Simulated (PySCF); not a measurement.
Isopropyl isocyanide, C4H7N.
Structure used (PBE0-D3(BJ)/def2-SVP), in Å, numbered top down from 1:
```
atom  x, y, z in Å
C1     0.149    2.723   -0.060
N2     0.127    1.572    0.164
C3     0.103    0.170    0.410
C4     1.196   -0.519   -0.397
C5    -1.285   -0.387    0.119
H6     0.320    0.040    1.485
H7     1.209   -1.595   -0.167
H8     2.184   -0.099   -0.161
H9     1.014   -0.395   -1.475
H10   -1.318   -1.458    0.367
H11   -1.532   -0.267   -0.947
H12   -2.051    0.132    0.712
```

The closed-shell ground state was solved at several levels (PySCF, density fitting, gas phase, non-relativistic).

| level | basis functions | total energy (Eh) | HOMO (eV) | LUMO (eV) | gap (eV) | dipole (D) |
| --- | --- | --- | --- | --- | --- | --- |
| PBE0/pcJ-1 | 205 | -211.0969 | -8.49 | 0.72 | 9.21 | 3.89 |
| LDA/pcSseg-2 | 278 | -209.5056 | -7.00 | -0.82 | 6.18 | 4.22 |
| BLYP/pcSseg-2 | 278 | -211.3384 | -6.89 | -0.62 | 6.27 | 4.07 |
| PBE0/pcSseg-0 | 59 | -210.6132 | -8.40 | 0.95 | 9.35 | 3.98 |
| PBE0/aug-cc-pVDZ | 178 | -211.1129 | -8.59 | -0.30 | 8.29 | 4.06 |
| B3LYP/def2-TZVP | 197 | -211.4345 | -8.35 | 0.21 | 8.56 | 4.00 |

**Question.** Estimate the row for wB97X-D/def2-SVPD, a basis of 156 functions; the other rows only guide the guess.

**Answer.** Total energy -211.1309 Eh, HOMO -10.56 eV, LUMO 2.05 eV, gap 12.61 eV, dipole 4.03 D.

**Question.** Over all these levels, which gives the widest orbital gap and which the narrowest?

**Answer.** wB97X-D/def2-SVPD (range-separated hybrid) has the widest, 12.61 eV, and LDA/pcSseg-2 (LDA) the narrowest, 6.18 eV. Functional and basis both differ between the two, so the spread mixes both effects.

**Question.** How much does the basis alone move the frontier levels among the 3 PBE0 rows?

**Answer.** The HOMO by 0.19 eV and the LUMO by 1.25 eV. By rising basis size (HOMO, LUMO in eV): pcSseg-0 -8.40, 0.95; aug-cc-pVDZ -8.59, -0.30; pcJ-1 -8.49, 0.72.

**Question.** How far do the dipole and the HOMO energy spread over the levels?

**Answer.** The dipole runs from 3.89 to 4.22 D (mean 4.04 D) and the HOMO from -10.56 to -6.89 eV.

The pairwise dispersion term of wB97X-D wasn't added to the energies; at a given geometry it leaves orbitals and properties as they are.
